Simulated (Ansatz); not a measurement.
# C2H2S: the cost of one run

Computed with the Python package of Ansatz 0.2.0. Level of theory: Hartree-Fock/def2-SVP.

### Step 1. The system

Bond lengths: C1–C2 1.150 Å, C2–S3 1.660 Å, C1–H4 1.038 Å, S3–H5 1.336 Å. Angles: C1–C2–S3 177.9°, C2–C1–H4 174.8°, C2–S3–H5 99.6°.

No structure file is read: the coordinates are typed or built in the script.

### Step 2. The code

File relaxed_scan.py:

```python
"""One bond of C2H2S held at set lengths while the rest relaxes."""

import ansatz as az
import numpy as np

mol = (
    az.Crystal.molecule()
    .atom("C", [-1.1642, -0.3738, 0.013])
    .atom("C", [-0.0189, -0.2705, 0.0371])
    .atom("S", [1.6381, -0.1813, 0.0761])
    .atom("H", [-2.2014, -0.3771, -0.0342])
    .atom("H", [1.7963, 1.1291, -0.1334])
)

job = mol.calculation()
job = job.basis(gaussian="def2-SVP")
job = job.functional("hf")
symbols = [site.symbol for site in mol.cartesian_sites]
pairs = [(0, 1), (0, 3), (1, 2), (2, 4)]
print("held (A)   E (eV)        ", "  ".join(f"{symbols[i]}{i}-{symbols[j]}{j}" for i, j in pairs))
for length in [0.96, 1.04, 1.12, 1.25, 1.4]:
    data = job.relax(constraints=[az.DistanceConstraint((0, 3), at=length)], force_tolerance=0.02, max_steps=60).run(threads=1, pin="off").report
    xyz = np.array(data["positions_ang"])
    print(f"{length:6.2f} {data['free_energy_ev']:14.5f}  ", "  ".join(f"{np.linalg.norm(xyz[i] - xyz[j]):.3f}" for i, j in pairs))
```

### Step 3. The calls as engine input

The package turns the script's settings into the engine's input (first run):

```yaml
crystal:
  periodic: [false, false, false]
  atoms:
    - { symbol: C, position_ang: [-1.1642, -0.3738, 0.013] }
    - { symbol: C, position_ang: [-0.0189, -0.2705, 0.0371] }
    - { symbol: S, position_ang: [1.6381, -0.1813, 0.0761] }
    - { symbol: H, position_ang: [-2.2014, -0.3771, -0.0342] }
    - { symbol: H, position_ang: [1.7963, 1.1291, -0.1334] }
basis:
  gaussian:
    orbitals: def2-SVP
hamiltonian:
  xc: hf
relax:
  f_tol: 0.02
  max_steps: 60
  constraints:
    - { distance: [0, 3], at: 0.96 }
```

### Step 4. Launch

Command:

```sh
python relaxed_scan.py
```

**Question.** How long does this script take on 1 thread of Arm Neoverse V1, shared host, and how much memory does it need?

About 18 s, with a peak of 0.17 GiB.
